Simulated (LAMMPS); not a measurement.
# bcc Ta

Computed with the machine-learned potential SNAP Ta06A.snap (LAMMPS).

Cell (relaxed at this level):

Space group Im-3m (No. 229); a = b = c = 3.3163 Å, α = β = γ = 90.00°

```json
[
 {"atom": "Ta", "site": "2a", "symmetry": "m-3m", "x": "0.0000", "y": "0.0000", "z": "0.0000"}
]
```
(The calculation used a cell of 1 atom; values per cell refer to that cell.)

vacancy formation energy: 2.77 eV

Measured, for comparison: vacancy formation energy 2.9 ± 0.4 eV (no zero-point or thermal correction, monovacancy, our sources range from 2.65 to 3.00; as tabulated in Mehl and Papaconstantopoulos (1996), arXiv:mtrl-th/9602003). Computed (rounded) less measured: vacancy formation energy not scored (sources differ).

A machine-learned potential is trained on density-functional data: it inherits that level's misses and adds fitting errors of its own.
